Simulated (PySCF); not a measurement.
Calculation: PBE-D3(BJ)/def2-TZVP // PBE0-D4/def2-TZVP in PySCF 2.14.0. Gas-phase values, no solvent. One relaxed conformer stands for a flexible species; it need not be the lowest. 

Reference species (SMILES): `C[C]=O` (neutral, multiplicity 2).

* **highest occupied spin orbital**: -4.22 eV

Changed species: `[SiH2]O` (radical fragment; the reference has radical fragment).

Task: Predict the effect on the highest occupied spin orbital.

Result: the highest occupied spin orbital falls by 0.81 eV, to -5.03 eV.
